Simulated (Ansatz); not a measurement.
Diamond-structure Ge, treated with r²SCAN (Ansatz, a first-principles code, PAW).

Numerical settings: plane-wave cutoff 600 eV, 12×12×12 k mesh, finite displacements, force constants from a 4×4×4 q mesh, scalar-relativistic PAW data made under PBE.

Computed at the level's own relaxed cell.

Harmonic phonon frequencies (cm⁻¹; i marks an imaginary mode):

| q point | frequencies |
|---|---|
| Γ | 0 0 0 296 296 296 |

Measured, for comparison: zone-centre TO phonon frequency 304 cm⁻¹ (low temperature, zero-point motion not removed; as tabulated in Tanner et al. (2021), arXiv:2110.11888). Computed (rounded) less measured: zone-centre TO phonon frequency -3 %.
